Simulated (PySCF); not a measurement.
## How methods differ on the electron affinity of O

O⁻ [He] 2s2 2p5 (2P) → O [He] 2s2 2p4 (3P), as a difference of total energies. Calculation: PySCF 2.14, in x2c-QZVPPall with one added diffuse shell each of s, p, d, f type (8s5p4d3f1g, 73 functions); the spin-free X2C one-electron Hamiltonian (Gaussian nucleus). Correlated levels: valence: 1s2 frozen; valence and next inner shell: nothing frozen. The calculations carry no spin-orbit coupling.

```
                                method  electron affinity (eV)
                                   UHF                  -0.583
                                   LDA                   2.056
                                   PBE                   1.773
                                  PBE0                   1.379
                                r2SCAN                   1.504
                                revPBE                   1.676
                               wB97M-V                   1.475
                                B2PLYP                   1.507
                               r2SCAN0                   1.225
                         MP2 (valence)                   1.460
                     SCS-MP2 (valence)                   1.435
    MP2 (valence and next inner shell)                   1.465
SCS-MP2 (valence and next inner shell)                   1.437
```

Errors of the correlated levels include the incompleteness of this basis and the frozen core.

A negative affinity means that the anion lies above the atom at that level of theory.

In the anion the highest occupied orbital energy is positive at LDA, PBE, PBE0, r2SCAN, revPBE, r2SCAN0, a self-interaction effect; the basis confines that electron, and the energy difference can still be sensible.

For comparison: 1.461 eV (measured; photodetachment measurements, as compiled on the Wikipedia data page of electron affinities).
